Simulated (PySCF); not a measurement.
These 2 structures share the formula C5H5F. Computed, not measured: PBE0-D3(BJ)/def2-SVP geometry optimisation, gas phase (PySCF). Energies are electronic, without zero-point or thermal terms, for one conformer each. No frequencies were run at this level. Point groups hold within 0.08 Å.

Question: Order them by energy at this level, lowest first, and give relative energies in kJ/mol.
A. `C1CC(=CC=1)F`
B. `C#CC1(F)CC1`

Answer: A (0.0), B (195.6).

As drawn, the lower has a C=C bond outside aromatic rings, which the higher lacks; the higher has a three-membered ring and a C≡C bond, which the lower lacks.

```csv
SMILES,E (Eh),E rel (kJ/mol),dipole (D),point group,"A, B, C (MHz)"
FC1=CC=CC1,-292.80405,0.0,1.09,Cs,"8342, 3368, 2436"
C#CC1(F)CC1,-292.72956,195.6,1.75,Cs,"6198, 3057, 2445"
```

Q: How do the relative energies change in single points at PBE0/pcSseg-1 (no added dispersion term) on the same geometries?

A: 
```
     SMILES  PBE0-D3(BJ)/def2-SVP (kJ/mol)  PBE0/pcSseg-1 (kJ/mol)  shift
 FC1=CC=CC1                            0.0                     0.0    0.0
C#CC1(F)CC1                          195.6                   184.4  -11.2
```

Each column counts from its own lowest isomer. The order is unchanged; the largest shift is 11.2 kJ/mol.
